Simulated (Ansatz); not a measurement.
Basis-set extrapolation for `C=C=CCN` (PBE0-D4/def2-TZVP geometry, frozen core, the Gaussian-basis code of Ansatz). Multiplicity 1, RHF reference.

```tsv
	def2-TZVPP	def2-QZVPP
HF	-210.008293	-210.017960
MP2 correlation	-0.857288	-0.913532
CCSD(T) correlation	-0.937045	not run
```

Energies in hartree. Use E(X) = E(∞) + A·exp(−7.88·√X) for Hartree–Fock and E(X) = E(∞) + B·X^(−2.97) for correlation, with X = 3 and 4, and add CCSD(T) minus MP2 of the smaller set to the MP2 limit.

Question: What is the CCSD(T) energy at the basis-set limit?

Answer: HF limit: -210.017960 + (-0.009667) × 0.13774 = -210.01929. MP2 limit: -0.913532 + (-0.056244) × 0.74074 = -0.95519. Higher-order term: -0.937045 − (-0.857288) = -0.07976. Total: -211.05424 hartree, 68.3 kcal/mol below CCSD(T)/def2-TZVPP.
